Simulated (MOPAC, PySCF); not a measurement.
O$_{2}$S, SMILES `O=S=O`, neutral singlet in the gas phase. 

Cartesian coordinates (Å):
SMILES: O=S=O
```xyz
3

O     -1.2509     0.1705     0.0000
S      0.0287    -0.4869     0.0000
O      1.2222     0.3164     0.0000
```
Charge 0, spin multiplicity 1.

All levels are single points at this geometry (B3LYP-D3(BJ)/def2-TZVP); Pople sets use spherical d functions. Orbital energies aren't observables, and empty levels follow the basis.

BP86/6-31G* in PySCF gives gap (eV) = 3.56.

**Question.** Estimate the gap (eV) from each of these levels: B3LYP-D3(BJ)/def2-TZVP in PySCF; PBE-D3(BJ)/def2-TZVP in PySCF; B3LYP/3-21G in PySCF; B3LYP/6-311+G** in PySCF; B3LYP/LANL2DZ in PySCF; PBE/6-31G* in PySCF; HF/3-21G in PySCF; HF/6-31G* in PySCF; HF/STO-3G in PySCF; AM1 in MOPAC; PM3 in MOPAC; PM6 in MOPAC.

**Answer.** 
| level | gap (eV) |
|---|---|
| B3LYP-D3(BJ)/def2-TZVP in PySCF | 5.63 |
| PBE-D3(BJ)/def2-TZVP in PySCF | 3.60 |
| B3LYP/3-21G in PySCF | 4.93 |
| B3LYP/6-311+G** in PySCF | 5.51 |
| B3LYP/LANL2DZ in PySCF | 4.71 |
| PBE/6-31G* in PySCF | 3.55 |
| HF/3-21G in PySCF | 12.86 |
| HF/6-31G* in PySCF | 13.78 |
| HF/STO-3G in PySCF | 12.23 |
| AM1 in MOPAC | 9.04 |
| PM3 in MOPAC | 8.57 |
| PM6 in MOPAC | 9.20 |
